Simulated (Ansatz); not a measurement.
A nudged elastic band was laid between two geometries of H2O + H4OSi (9 atoms, charge 0, multiplicity 1).

Level of theory: RKS PBE-D4/6-31G* in Ansatz 0.2.0.

```yaml
movable_images: 9
climbing_image: yes
spring: 5.0 eV/Å²
optimiser: quadratic models (default)
start_path: through a guess of the saddle point
force_threshold: 0.05 eV/Å
iteration_limit: 60
end_points: relaxed
```

Image 0:

```xyz
9
Properties=species:S:1:pos:R:3
Si -0.107 0.148 0.048
H 0.059 0.596 1.466
H 1.173 0.240 -0.716
H -1.080 1.110 -0.598
O -0.869 -1.374 -0.052
H -1.670 -1.344 -0.609
O 1.413 -1.922 1.130
H 0.655 -2.342 0.662
H 1.107 -1.901 2.059
```

Image 10:

```xyz
9
Properties=species:S:1:pos:R:3
Si 0.245 -0.290 -0.653
H -0.524 -1.440 3.150
H 0.744 -0.639 -2.021
H 0.040 1.182 -0.470
O -1.180 -1.161 -0.539
H -1.685 -0.988 0.280
O 1.367 -0.659 0.541
H 1.715 -1.570 0.488
H -0.041 -1.224 2.614
```

Problem. What changes between the two ends?

Solution. Bonds broken: Si1–H2, O7–H9. Bonds formed: Si1–O7, H2–H9. H2O + H4OSi becomes H2 + H4O2Si.

Problem. Give the energies along the band, and the barrier.

Solution. The forces met the threshold. The highest image is number 4 of 0 to 10, 127.7 kJ/mol above the first end and 203.9 kJ/mol above the last; the last end lies 76.2 kJ/mol below the first. A vibrational analysis at the climbing image gives one clearly imaginary mode, 1099i cm⁻¹: a first-order saddle point. The orbitals stay closed-shell, which can raise the energy where a bond breaks towards radicals; this wasn't checked here.

```json
{"image": "0", "path coordinate (Å)": "0.00", "energy (kJ/mol)": "0.0", "Si1–H2 (Å)": "1.50", "O7–H9 (Å)": "0.98", "Si1–O7 (Å)": "2.79"}
{"image": "1", "path coordinate (Å)": "1.33", "energy (kJ/mol)": "16.9", "Si1–H2 (Å)": "1.50", "O7–H9 (Å)": "0.98", "Si1–O7 (Å)": "3.28"}
{"image": "2", "path coordinate (Å)": "2.67", "energy (kJ/mol)": "24.4", "Si1–H2 (Å)": "1.51", "O7–H9 (Å)": "0.98", "Si1–O7 (Å)": "3.51"}
{"image": "3", "path coordinate (Å)": "4.00", "energy (kJ/mol)": "39.0", "Si1–H2 (Å)": "1.52", "O7–H9 (Å)": "0.98", "Si1–O7 (Å)": "2.78"}
{"image": "4", "path coordinate (Å)": "5.33", "energy (kJ/mol)": "127.7", "Si1–H2 (Å)": "1.82", "O7–H9 (Å)": "1.15", "Si1–O7 (Å)": "1.92"}
{"image": "5", "path coordinate (Å)": "5.90", "energy (kJ/mol)": "25.8", "Si1–H2 (Å)": "2.19", "O7–H9 (Å)": "1.63", "Si1–O7 (Å)": "1.75"}
{"image": "6", "path coordinate (Å)": "6.47", "energy (kJ/mol)": "-47.6", "Si1–H2 (Å)": "2.68", "O7–H9 (Å)": "1.95", "Si1–O7 (Å)": "1.69"}
{"image": "7", "path coordinate (Å)": "7.04", "energy (kJ/mol)": "-70.9", "Si1–H2 (Å)": "3.20", "O7–H9 (Å)": "2.27", "Si1–O7 (Å)": "1.68"}
{"image": "8", "path coordinate (Å)": "7.61", "energy (kJ/mol)": "-75.4", "Si1–H2 (Å)": "3.69", "O7–H9 (Å)": "2.55", "Si1–O7 (Å)": "1.68"}
{"image": "9", "path coordinate (Å)": "8.18", "energy (kJ/mol)": "-76.0", "Si1–H2 (Å)": "4.01", "O7–H9 (Å)": "2.55", "Si1–O7 (Å)": "1.68"}
{"image": "10", "path coordinate (Å)": "8.75", "energy (kJ/mol)": "-76.2", "Si1–H2 (Å)": "4.05", "O7–H9 (Å)": "2.57", "Si1–O7 (Å)": "1.68"}
```

Problem. What is the geometry of the highest image?

Solution. 
```xyz
9
Properties=species:S:1:pos:R:3
Si 0.055 -0.334 -0.063
H -0.629 -0.648 1.600
H 0.955 -0.514 -1.256
H 0.005 1.139 0.200
O -1.270 -1.158 -0.697
H -1.992 -1.218 -0.039
O 1.414 -1.049 1.096
H 1.691 -1.954 0.827
H 0.451 -1.054 1.721
```

Problem. What are the harmonic wavenumbers there?

Solution. 1099i, 138, 426, 452, 535, 645, 664, 703, 824, 875, 920, 969, 1004, 1037, 1407, 1507, 1862, 2147, 2190, 3612, 3662 cm⁻¹.

Time of the run: 5.1 min on 1 thread of Arm Neoverse V2, on a shared host, peak memory 0.11 GiB.
